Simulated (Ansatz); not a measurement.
What does this script print? It uses Ansatz 0.2.0, Python API.

The script, `md_c2h6si.py`:
```python
"""Molecular dynamics of one C2H6Si molecule."""

import warnings

import ansatz as az
import numpy as np

warnings.simplefilter("ignore", az.DeckWarning)

geometry_ang = [
    ("C", [-0.5227, 1.11, -0.8256]),
    ("Si", [0.7115, -0.1678, -0.7548]),
    ("C", [0.5676, -1.1755, 0.7705]),
    ("H", [-1.5047, 0.7392, -0.8171]),
    ("H", [-0.4772, 1.7312, -1.7763]),
    ("H", [-0.4834, 1.8639, 0.0036]),
    ("H", [-0.344, -1.674, 0.8628]),
    ("H", [1.4126, -1.9336, 0.8002]),
    ("H", [0.7288, -0.5397, 1.7194]),
]
geometry = az.Crystal.molecule()
for symbol, xyz in geometry_ang:
    geometry = geometry.atom(symbol, xyz)

setup = (
    geometry.calculation()
    .basis(gaussian="6-31G*")
    .functional("blyp")
    .md("nve", timestep=0.5, steps=40, temperature=500, initial_velocities="maxwell_boltzmann", seed=18)
)
frames = []
setup.session().plan().execute(on_event=lambda e: frames.append(e["data"]) if e["event"] == "md_step" else None)
print("t (fs)   E_pot (eV)      E_kin (eV)   T (K)   d(0-1) (A)")
for f in frames[::3]:
    xyz = np.array(f["positions_ang"])
    print(f"{f['time_fs']:6.2f} {f['lagrangian_ev']:14.5f} {f['e_kin_ev']:10.5f} {f['temperature_k']:8.1f} {np.linalg.norm(xyz[0] - xyz[1]):9.4f}")
kept = np.array([f["conserved_ev"] for f in frames])
print(f"conserved energy moves by at most {1000 * np.ptp(kept):.3f} meV")
symbols = [site.symbol for site in geometry.cartesian_sites]
with open("last_frame.xyz", "w") as handle:
    handle.write(f"{len(symbols)}\nt = {frames[-1]['time_fs']} fs\n")
    handle.writelines("{:2s} {:10.5f} {:10.5f} {:10.5f}\n".format(s, *xyz) for s, xyz in zip(symbols, frames[-1]["positions_ang"]))
```

```console
$ python md_c2h6si.py
t (fs)   E_pot (eV)      E_kin (eV)   T (K)   d(0-1) (A)
  0.00   -10045.42876    0.45241    500.0    1.7779
  1.50   -10045.43530    0.45757    505.7    1.7656
  3.00   -10045.42739    0.45002    497.4    1.7623
  4.50   -10045.41918    0.44282    489.4    1.7687
  6.00   -10045.50696    0.52898    584.6    1.7839
  7.50   -10045.55004    0.57265    632.9    1.8063
  9.00   -10045.60076    0.62269    688.2    1.8342
 10.50   -10045.61697    0.63927    706.5    1.8655
 12.00   -10045.62653    0.64921    717.5    1.8979
 13.50   -10045.64163    0.66318    732.9    1.9301
 15.00   -10045.55135    0.57490    635.4    1.9614
 16.50   -10045.54345    0.56628    625.8    1.9916
 18.00   -10045.55243    0.57400    634.4    2.0204
 19.50   -10045.48524    0.50832    561.8    2.0476
conserved energy moves by at most 2.435 meV
```

`last_frame.xyz`, as written:
```text
9
t = 20.0 fs
C    -0.67013    1.25275   -0.82182
Si    0.79688   -0.18750   -0.86184
C     0.54485   -1.27541    0.98255
H    -1.72393    0.94382   -0.82961
H    -0.57697    1.91596   -1.73337
H    -0.44175    1.84567    0.05489
H    -0.34229   -1.91197    0.95175
H     1.49828   -1.89928    0.95732
H     0.56774   -0.66883    1.80218
```

Notes:
- Total energies depend on the basis set; only differences at equal settings carry meaning.
- The trajectory is only some femtoseconds long, so its temperature is not equilibrated; where the script doesn't relax first, it starts from a rough generated geometry.
- The temperature counts the internal degrees of freedom alone.
- Finished in 68 s on 1 thread of Intel(R) Xeon(R) Platinum 8375C CPU @ 2.90GHz (Ice Lake), with other jobs on the host, peak memory 0.19 GiB.

(Lines on the test bed's own set-up are left out of the output.)
